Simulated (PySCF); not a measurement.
**NS (Mononitrogen monosulfide) at UBLYP/cc-pVTZ**

What is the vertical doublet–quartet gap of NS (Mononitrogen monosulfide) at UBLYP/cc-pVTZ? Input form: a Python script.

The calculation is run with PySCF 2.14.0.

7 further runs of the same task are left out: 2 that didn't finish, 5 set aside as unsound or not needed.

### Step 1. The system as given

NS: 2 atoms, total charge 0, spin state doublet. As SMILES, `[N]=S`. The coordinates come from a GFN2-xTB relaxation.

Bond lengths: N1–S2 1.463 Å.

### Step 2. The energy at UBLYP/cc-pVTZ

Contents of input.xyz:

```xyz
2
NS
N      0.000000     0.000000     0.000000
S      0.000000     0.000000     1.463180
```

Contents of job.py:

```python
from pyscf import gto, dft

mol = gto.Mole()
mol.atom = 'input.xyz'
mol.verbose = 4
mol.max_memory = 1860
mol.spin = 1
mol.basis = 'cc-pvtz'
mol.build()

calc0 = dft.UKS(mol, xc='blyp')
calc0.grids.level = 5
calc0.conv_tol = 1e-10
calc0.kernel()
if not calc0.converged:
    calc0 = calc0.newton().run(calc0.mo_coeff, calc0.mo_occ)

e_tot = calc0.e_tot
print('E = %.10f Eh' % e_tot)
```

Command:

```console
$ OMP_NUM_THREADS=1 python job.py
```

What it wrote:

```text
PySCF version 2.14.0

[INPUT] num. atoms = 2
[INPUT] num. electrons = 23
[INPUT] charge = 0
[INPUT] spin (= nelec alpha-beta = 2S) = 1
[INPUT] symmetry False subgroup None
[INPUT] Mole.unit = angstrom
[INPUT] Symbol           X                Y                Z      unit          X                Y                Z       unit  Magmom
[INPUT]  1 N      0.000000000000   0.000000000000   0.000000000000 AA    0.000000000000   0.000000000000   0.000000000000 Bohr   0.0
[INPUT]  2 S      0.000000000000   0.000000000000   1.463180000000 AA    0.000000000000   0.000000000000   2.765009470941 Bohr   0.0

nuclear repulsion = 40.5061903682664
number of shells = 18
number of NR pGTOs = 101
number of NR cGTOs = 64
basis = cc-pvtz
ecp = {}

******** <class 'pyscf.dft.uks.UKS'> ********
method = UKS
initial guess = minao
damping factor = 0
level_shift factor = 0
DIIS = <class 'pyscf.scf.diis.CDIIS'>
diis_start_cycle = 1
diis_space = 8
diis_damp = 0
SCF conv_tol = 1e-10
SCF conv_tol_grad = None
SCF max_cycles = 50
direct_scf = True
direct_scf_tol = 1e-13
number electrons alpha = 12  beta = 11
XC library pyscf.dft.libxc version 7.0.0
    S. Lehtola, C. Steigemann, M. J.T. Oliveira, and M. A.L. Marques.,  SoftwareX 7, 1–5 (2018)
XC functionals = blyp
    A. D. Becke.,  Phys. Rev. A 38, 3098 (1988)
    C. Lee, W. Yang, and R. G. Parr.,  Phys. Rev. B 37, 785 (1988)
    B. Miehlich, A. Savin, H. Stoll, and H. Preuss.,  Chem. Phys. Lett. 157, 200 (1989)
radial grids:
    Treutler-Ahlrichs [JCP 102, 346 (1995); DOI:10.1063/1.469408] (M4) radial grids

becke partition: Becke, JCP 88, 2547 (1988); DOI:10.1063/1.454033
pruning grids: <function nwchem_prune>
grids dens level: 5
symmetrized grids: False
atomic radii adjust function: <function treutler_atomic_radii_adjust>
small_rho_cutoff = 0
Set gradient conv threshold to 1e-05
tot grids = 85168
init E= -453.117804944375

[... the frontier-level lines of each cycle are left out ...]


cycle= 1 E= -452.852356261525  delta_E= 0.265  |g|= 0.299  |ddm|= 1.14
cycle= 2 E= -452.344903480922  delta_E= 0.507  |g|= 0.979  |ddm|= 0.677
cycle= 3 E= -452.899210308908  delta_E= -0.554  |g|= 0.0176  |ddm|= 0.544
cycle= 4 E= -452.899395571112  delta_E= -0.000185  |g|= 0.00809  |ddm|= 0.0271
cycle= 5 E= -452.899429672799  delta_E= -3.41e-05  |g|= 0.00174  |ddm|= 0.0096
cycle= 6 E= -452.899432276304  delta_E= -2.6e-06  |g|= 0.00102  |ddm|= 0.00245
cycle= 7 E= -452.899433231143  delta_E= -9.55e-07  |g|= 0.000285  |ddm|= 0.00122
cycle= 8 E= -452.899433333734  delta_E= -1.03e-07  |g|= 0.00013  |ddm|= 0.000487
cycle= 9 E= -452.899433353618  delta_E= -1.99e-08  |g|= 2.78e-05  |ddm|= 0.000206
cycle= 10 E= -452.899433354578  delta_E= -9.6e-10  |g|= 1.98e-05  |ddm|= 6.24e-05
cycle= 11 E= -452.899433354801  delta_E= -2.23e-10  |g|= 3.25e-07  |ddm|= 1.28e-05
cycle= 12 E= -452.899433354801  delta_E= -5.68e-14  |g|= 1.49e-07  |ddm|= 1.3e-06
Extra cycle  E= -452.899433354801  delta_E= -1.71e-13  |g|= 3.28e-07  |ddm|= 1.34e-06
converged SCF energy = -452.899433354801  <S^2> = 0.75313493  2S+1 = 2.0031325
E = -452.8994333548 Eh
```

Run time: 6.6 s. Hardware: 1 thread of Arm Neoverse V2, shared host; peak memory 0.31 GiB.

### Step 3. The quartet at the same level

Contents of job.py:

```python
from pyscf import gto, dft

molecule = gto.M(
    atom='''
N      0.000000     0.000000     0.000000
S      0.000000     0.000000     2.765009
''',
    spin=3,
    basis='cc-pvtz',
    max_memory=1860,
    unit='bohr',
    verbose=4,
    charge=0,
)

calc0 = dft.UKS(molecule, xc='blyp')
calc0.grids.level = 5
calc0.conv_tol = 1e-10
calc0.kernel()
if not calc0.converged:
    calc0 = calc0.newton().run(calc0.mo_coeff, calc0.mo_occ)

e_final = calc0.e_tot
print(f'total energy: {e_final:.8f} hartree')
```

Command:

```console
$ OMP_NUM_THREADS=1 python job.py
```

What it wrote:

```text
PySCF version 2.14.0

[INPUT] num. atoms = 2
[INPUT] num. electrons = 23
[INPUT] charge = 0
[INPUT] spin (= nelec alpha-beta = 2S) = 3
[INPUT] symmetry False subgroup None
[INPUT] Mole.unit = bohr
[INPUT] Symbol           X                Y                Z      unit          X                Y                Z       unit  Magmom
[INPUT]  1 N      0.000000000000   0.000000000000   0.000000000000 AA    0.000000000000   0.000000000000   0.000000000000 Bohr   0.0
[INPUT]  2 S      0.000000000000   0.000000000000   1.463179750789 AA    0.000000000000   0.000000000000   2.765009000000 Bohr   0.0

nuclear repulsion = 40.5061972673507
number of shells = 18
number of NR pGTOs = 101
number of NR cGTOs = 64
basis = cc-pvtz
ecp = {}

******** <class 'pyscf.dft.uks.UKS'> ********
method = UKS
initial guess = minao
damping factor = 0
level_shift factor = 0
DIIS = <class 'pyscf.scf.diis.CDIIS'>
diis_start_cycle = 1
diis_space = 8
diis_damp = 0
SCF conv_tol = 1e-10
SCF conv_tol_grad = None
SCF max_cycles = 50
direct_scf = True
direct_scf_tol = 1e-13
number electrons alpha = 13  beta = 10
XC library pyscf.dft.libxc version 7.0.0
    S. Lehtola, C. Steigemann, M. J.T. Oliveira, and M. A.L. Marques.,  SoftwareX 7, 1–5 (2018)
XC functionals = blyp
    A. D. Becke.,  Phys. Rev. A 38, 3098 (1988)
    C. Lee, W. Yang, and R. G. Parr.,  Phys. Rev. B 37, 785 (1988)
    B. Miehlich, A. Savin, H. Stoll, and H. Preuss.,  Chem. Phys. Lett. 157, 200 (1989)
radial grids:
    Treutler-Ahlrichs [JCP 102, 346 (1995); DOI:10.1063/1.469408] (M4) radial grids

becke partition: Becke, JCP 88, 2547 (1988); DOI:10.1063/1.454033
pruning grids: <function nwchem_prune>
grids dens level: 5
symmetrized grids: False
atomic radii adjust function: <function treutler_atomic_radii_adjust>
small_rho_cutoff = 0
Set gradient conv threshold to 1e-05
tot grids = 85168
init E= -453.117805312957
[... the frontier-level lines of each cycle are left out ...]


cycle= 1 E= -452.741032298185  delta_E= 0.377  |g|= 0.166  |ddm|= 1.18


cycle= 2 E= -452.642223558837  delta_E= 0.0988  |g|= 0.464  |ddm|= 0.352


cycle= 3 E= -452.756329907086  delta_E= -0.114  |g|= 0.0461  |ddm|= 0.269


cycle= 4 E= -452.757230427749  delta_E= -0.000901  |g|= 0.0216  |ddm|= 0.0359


cycle= 5 E= -452.757432712599  delta_E= -0.000202  |g|= 0.0056  |ddm|= 0.013


cycle= 6 E= -452.757447143755  delta_E= -1.44e-05  |g|= 0.00123  |ddm|= 0.00441


cycle= 7 E= -452.75744792568  delta_E= -7.82e-07  |g|= 0.000201  |ddm|= 0.00128


cycle= 8 E= -452.757447943147  delta_E= -1.75e-08  |g|= 0.000104  |ddm|= 0.000221


cycle= 9 E= -452.757447949515  delta_E= -6.37e-09  |g|= 4.01e-06  |ddm|= 6.96e-05


cycle= 10 E= -452.75744794953  delta_E= -1.51e-11  |g|= 6.14e-07  |ddm|= 5.89e-06


Extra cycle  E= -452.75744794953  delta_E= -5.68e-14  |g|= 7.29e-07  |ddm|= 9.12e-07
converged SCF energy = -452.75744794953  <S^2> = 3.7578112  2S+1 = 4.0039037
total energy: -452.75744795 hartree
```

Run time: 5.7 s. Hardware: 1 thread of Arm Neoverse V2, shared host; peak memory 0.31 GiB.

### Step 4. Outcome

Level: UBLYP/cc-pVTZ.

```
                                        quantity          value
                           doublet: total energy  -452.89943 Eh
                          doublet: dipole moment         1.85 D
     doublet: HOMO energy (highest over α and β)       -4.49 eV
      doublet: LUMO energy (lowest over α and β)       -4.28 eV
                                   doublet: ⟨S²⟩          0.753
                           quartet: total energy  -452.75745 Eh
                          quartet: dipole moment         0.44 D
     quartet: HOMO energy (highest over α and β)       -4.87 eV
                                   quartet: ⟨S²⟩          3.758
vertical energy of the quartet above the doublet       3.864 eV
```

**Reading.** At this shape the quartet lies 3.86 eV (89 kcal/mol) above the doublet.
